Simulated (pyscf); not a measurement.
Structures and frequencies: ωB97X-D3(BJ)/def2-SVP in PySCF. MP2 and CC: frozen core, UHF for open shells. ΔMP2 is the change of the MP2 total energy from the triple- to the quadruple-zeta basis.

SMILES: N[SiH](Cl)Cl
```xyz
7

N     -1.0980     1.1578    -1.3961
Si    -0.0385     0.2687    -0.4006
Cl     1.3545    -0.8618    -1.4262
Cl     1.0281     1.6136     0.7260
H     -0.7771     1.9842    -1.8897
H     -1.8646     0.6988    -1.8770
H     -0.8009    -0.6607     0.4556
```
Charge 0, spin multiplicity 1.

Q: List the bond dissociation enthalpies at 298 K of `[NH2][SiH]([Cl])[Cl]` from CCSD(T)/def2-TZVPP + ΔMP2(QZVPP), from the weakest bond up.

A: H–Si to H₂N–Si•(Cl)–Cl + H•: 389.2 kJ/mol; N–Si to NH₂• + Cl–SiH•–Cl: 457.3 kJ/mol; Cl–Si to H₂N–SiH•–Cl + Cl•: 472.6 kJ/mol; H–N to •HN–SiH(Cl)–Cl + H•: 472.7 kJ/mol. Ring and multiple bonds, and those that leave no two simple radicals, are not listed. •HN–SiH(Cl)–Cl lies 89.9 kJ/mol over its isomer H₂N–Si•(Cl)–Cl, and others may lie lower still (electronic energy, ωB97M-D3(BJ)). Other isomers of H₂N–SiH•–Cl, H₂N–Si•(Cl)–Cl were not searched in full and may lie lower. The CCSD(T) − MP2 part came from Ansatz, without density fitting, on the same reference. Left out: the spin-orbit lowering of Cl.
